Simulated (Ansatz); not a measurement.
Elastic constant C44 of some fcc solids

Method: PBEsol (plane waves, PAW; Ansatz, a quantum-chemistry and plane-wave program). References are measured values at low temperature. The table is a random draw of 6 from 7 solids with such references.

Values in GPa.

```tsv
solid	reference	PBEsol	error (%)
fcc Ni	132	154	+16.7
fcc Ag	51.1	55.8	+9.2
fcc Al	31.6	31.0	-1.9
fcc Pt	77.4	76.3	-1.4
fcc Pd	71.2¶	74.3	+4.4
fcc Au	45.4¶	39.6	-12.8
```

Over these 6 solids the mean error is +2.4 %, the mean absolute error 7.7 % (median 6.8 %), and the worst case fcc Ni at +16.7 %; the value is above the reference in 3 of 6 cases. Over all 7, from unrounded values, the mean error is +4.5 % and the mean absolute error 9.2 % (median 9.3 %).

All these references are low-temperature values that still hold zero-point motion.

Spin–orbit coupling is left out, also for the solids with elements from indium on (fcc Pt, fcc Au); its size isn't shown.

¶ marks references of a special kind: fcc Pd, 71.2 GPa (measured, 0 K, extrapolated to 0 K; zero-point effects included; as tabulated in Malica and Corso (2021), arXiv:2109.00459); fcc Au, 45.4 GPa (measured, 0 K, extrapolated to 0 K; zero-point effects included; as tabulated in Malica and Corso (2021), arXiv:2109.00459).

Differences are worked out from the printed values.

Each level is taken at its own relaxed cell. Ansatz's density-functional and Hartree–Fock values are scalar-relativistic unless marked +SOC, with PAW data made under PBE.

Ansatz's runs of these crystals have no spin polarisation, but for fcc Ni.

Density-functional runs with spin start from parallel moments for fcc Ni.

Not in this set, of the fcc solids with a reference value in our tables and a result at some level: 4 for a reference at room or unstated temperature. These can be a level's best or worst cases. Solids without a released value at any level aren't counted. Layered and molecular crystals are counted apart. The metals Ce to Yb are counted apart.

References as tabulated in Li et al. (2021), arXiv:2102.01972; Malica and Corso (2021), arXiv:2109.00459.
